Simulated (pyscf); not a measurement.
H₂N–SnH₃ -> SnH₂ [singlet] + NH₃, a 1,1-elimination (singlet surface; N–Sn, H–Sn broken, H–N formed). Single points on ωB97X-D3(BJ)/def2-SVP structures (PySCF, gas phase). MP2 and CC: frozen core, UHF for open shells. ΔMP2 is the change of the MP2 total energy from the triple- to the quadruple-zeta basis. Energies in kJ/mol from the reactant's lowest minimum found.

Small-basis levels: PySCF, no dispersion term, spherical d functions. 

Question: In single points B3LYP/6-31G*+LANL2DZ puts the saddle at 217.1 kJ/mol and the reaction energy at +75.3 kJ/mol. Should these be trusted to within a few kcal/mol? Compare with CCSD(T)/def2-TZVPP + ΔMP2(QZVPP).

Answer: CCSD(T)/def2-TZVPP + ΔMP2(QZVPP) gives ΔE‡ = 214.2 kJ/mol and ΔE = +68.6 kJ/mol. B3LYP/6-31G*+LANL2DZ lies 2.9 kJ/mol over it in the barrier and 6.6 kJ/mol over it in the reaction energy, so on this step it holds to within 12.6 kJ/mol. CCSD(T)/def2-TZVPP + ΔMP2(QZVPP) has limits of its own. On the product side the descent ends in an adduct with a N–Sn contact, 102.6 kJ/mol under the separated species and 249.2 kJ/mol under the saddle at ωB97X-D3(BJ)/def2-TZVP. What is counted as broken (N–Sn) persists as a longer contact in the product adduct; parting that adduct is a step of its own. At ωB97X-D3(BJ) the barrier from the zero used here is 228.2 kJ/mol. This is the saddle that the search found; another between the same sides may lie lower. The CCSD(T) − MP2 part came from Ansatz, without density fitting, on the same reference. The frozen core leaves the outer d or s,p core shells of the metals and heavy elements correlated in the MP2 and CC values, and def2-TZVPP describes them poorly, which can shift differences by a few kcal/mol. Elements past Kr carry the def2 core potentials, without spin-orbit coupling.
